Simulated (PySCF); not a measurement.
Partial charges of `C=C([O-])C(C)C`

Species: C₅H₉O (charge -1).
Structure used (GFN2-xTB), in Å, numbered top down from 1:
```xyz
15
C5H9O angstrom
C      2.2066    0.4194   -0.2502
C      1.0039    0.2204   -0.8430
O      0.7395    0.2293   -2.0834
C     -0.1977   -0.0569    0.1199
C     -1.2492    1.0317   -0.0723
C     -0.7882   -1.4228   -0.2172
H      3.0965    0.6116   -0.8323
H      2.3324    0.3964    0.8246
H      0.1462   -0.0522    1.1623
H     -1.4790    1.1030   -1.1340
H     -0.8633    1.9951    0.2599
H     -2.1699    0.8147    0.4793
H     -0.0757   -2.2123    0.0209
H     -0.9868   -1.4546   -1.2874
H     -1.7198   -1.6147    0.3254
```

Density: PBE0/pcSseg-1 (PySCF); schemes: Mulliken, IAO, Hirshfeld and ESP-fitted. One conformer (not necessarily the lowest) at the GFN2-xTB geometry, without solvent, vibrations or thermal averaging. The pcSseg-1 basis has no diffuse functions, a weakness for an anion. The HOMO energy is positive at this level (+0.34 eV), so the outermost electrons may be held by the finite basis alone.

Problem. Atoms with like bonding are taken together and averaged. At which atom do the 4 schemes differ most?

Solution. At C1: from -1.222 (ESP-fitted) to -0.305 e (Hirshfeld), 0.917 e apart.

Problem. Which atoms carry the highest charge in the Mulliken, IAO, Hirshfeld and ESP-fitted schemes?

Solution. All schemes agree: Mulliken C2 (+0.192); IAO C2 (+0.266); Hirshfeld C2 (+0.027); ESP-fitted C2 (+0.665).

Problem. Tabulate the Mulliken, IAO, Hirshfeld and ESP-fitted charges.

Solution. In e; atoms taken as equivalent share a row and are averaged (×n: the atom named and its like, n in all):

```json
{"atom": "C1", "environment": "carbon bonded to C and 2 H", "Mulliken": "-0.390", "IAO": "-0.618", "Hirshfeld": "-0.305", "ESP-fitted": "-1.222"}
{"atom": "C2", "environment": "vinylic carbon bearing oxygen", "Mulliken": "+0.192", "IAO": "+0.266", "Hirshfeld": "+0.027", "ESP-fitted": "+0.665"}
{"atom": "O3", "environment": "enolate oxygen", "Mulliken": "-0.597", "IAO": "-0.699", "Hirshfeld": "-0.438", "ESP-fitted": "-0.746"}
{"atom": "C4", "environment": "allylic carbon", "Mulliken": "-0.355", "IAO": "-0.127", "Hirshfeld": "-0.042", "ESP-fitted": "+0.310"}
{"atom": "C5/C6", "environment": "methyl carbon", "Mulliken": "-0.210", "IAO": "-0.412", "Hirshfeld": "-0.139", "ESP-fitted": "-0.447"}
{"atom": "H7", "environment": "hydrogen on C1", "Mulliken": "+0.022", "IAO": "+0.098", "Hirshfeld": "-0.030", "ESP-fitted": "+0.263"}
{"atom": "H8", "environment": "hydrogen on C1", "Mulliken": "+0.022", "IAO": "+0.086", "Hirshfeld": "-0.032", "ESP-fitted": "+0.209"}
{"atom": "H9", "environment": "methine hydrogen", "Mulliken": "+0.058", "IAO": "+0.098", "Hirshfeld": "+0.008", "ESP-fitted": "-0.049"}
{"atom": "H10 (×6)", "environment": "methyl hydrogen", "Mulliken": "+0.078", "IAO": "+0.120", "Hirshfeld": "+0.015", "ESP-fitted": "+0.077"}
```

Mean size of the charges over all atoms: ESP-fitted 0.321 e, IAO 0.236 e, Mulliken 0.168 e, Hirshfeld 0.084 e. Each set sums to the total charge, -1, to within 0.001 e. The Hirshfeld scheme divides the density at each point in proportion to the densities of the neutral, spherically averaged free atoms. The ESP scheme is a least-squares fit of atom-centred charges to the potential on four shells outside the van der Waals surface, with the total charge fixed.

Some averages cover members that differ in this geometry: H10 (×6), IAO +0.095 to +0.142; H10 (×6), Mulliken +0.053 to +0.098; H10 (×6), ESP-fitted +0.062 to +0.103 e.

Problem. How closely do the schemes follow one another over all atoms?

Solution. Correlation coefficient and root-mean-square difference: IAO with Hirshfeld 0.94, 0.180 e; Mulliken with IAO 0.93, 0.122 e; Mulliken with Hirshfeld 0.91, 0.115 e; IAO with ESP-fitted 0.89, 0.230 e; Hirshfeld with ESP-fitted 0.84, 0.349 e; Mulliken with ESP-fitted 0.74, 0.326 e.

Problem. How many electrons does the Mulliken scheme count on C6?

Solution. Its own charge is -0.210 e, so Z − q = 6.210.

Problem. Sum the charges by element, for elements with more than one atom.

Solution. 
```tsv
element	atoms	Mulliken	IAO	Hirshfeld	ESP-fitted
C	5	-0.972	-1.303	-0.600	-1.140
H	9	+0.569	+1.002	+0.038	+0.886
```

The run behind these numbers computed NMR shieldings as well. Hardware: an Intel Xeon Platinum 8488C with one thread, on a shared host. Cost: 22 s wall (with the writing of density and orbital grids), 0.71 GiB resident at most.
